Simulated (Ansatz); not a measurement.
Born–Oppenheimer molecular dynamics of CH₆AlN (9 atoms, charge 0, multiplicity 1). It starts from a relaxed structure.

These are results of RKS PBE-D4/6-31G* in Ansatz, not measurements.

```json
{"ensemble": "NVT, Nosé–Hoover chain", "time step": "1 fs", "steps asked": "250", "set temperature": "300 K", "thermostat": "time constant 300 fs, chain length 5", "seed": "59019"}
```

First frame:

```xyz
9
Properties=species:S:1:pos:R:3
Al 0.012 -0.102 0.033
N -0.007 0.078 1.817
H -0.848 0.025 2.392
H 0.810 0.246 2.404
C 1.713 0.012 -0.952
H 1.942 -0.942 -1.462
H 1.665 0.786 -1.740
H 2.570 0.254 -0.300
H -1.420 -0.357 -0.647
```

Problem. How far do the bonds stretch over the last three quarters of this one trajectory? (Pairs bonded in most of those frames.)

Solution. 
| bond | mean (Å) | spread (Å) | shortest | longest |
| --- | --- | --- | --- | --- |
| Al1–N2 | 1.801 | 0.026 | 1.76 | 1.84 |
| Al1–C5 | 1.973 | 0.021 | 1.92 | 2.01 |
| Al1–H9 | 1.608 | 0.025 | 1.57 | 1.64 |
| N2–H3 | 1.024 | 0.020 | 0.98 | 1.06 |
| N2–H4 | 1.025 | 0.029 | 0.98 | 1.07 |
| C5–H6 | 1.108 | 0.031 | 1.06 | 1.16 |
| C5–H7 | 1.110 | 0.037 | 1.05 | 1.17 |
| C5–H8 | 1.105 | 0.019 | 1.07 | 1.15 |

Mean temperature of the second half: 166 K. The conserved energy stayed within 1.5 meV per atom of its start (net change 0.49 meV per atom), so the integration is sound. The mean temperature of the second half is 45 % below the set value. A run of 0.25 ps of so small a system gives no equilibrium averages.

The run took 6.9 min on 1 thread of Arm Neoverse V1, with other jobs on the host, peak memory 0.11 GiB.
